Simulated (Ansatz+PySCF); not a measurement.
Values are calculated unless marked as measured or tabulated.
Input for Ansatz (development build ahead of 0.2.0):

```yaml
crystal:
  periodic: [false, false, false]
  atoms:
    - { symbol: C, position_ang: [0.0, 0.0, -0.66531] }
    - { symbol: C, position_ang: [0.0, 0.0, 1.99593] }
    - { symbol: H, position_ang: [0.0, -0.93114, -1.24031] }
    - { symbol: H, position_ang: [0.0, 0.93114, -1.24031] }
    - { symbol: H, position_ang: [0.0, -0.93114, 2.57094] }
    - { symbol: H, position_ang: [0.0, 0.93114, 2.57094] }
basis:
  gaussian: { orbitals: STO-3G }
hamiltonian:
  xc: hf
correlation:
  method: fci
  frozen_orbitals: { C: 1, H: 0 }
```

The input is written out in the form of the current development build from the run's settings.

Output:

```
Converged                       : yes
Total energy                    : -76.96300 hartree
State                           : lowest singlet root, of any spatial symmetry
Spin squared of the determinant : 0.000
```
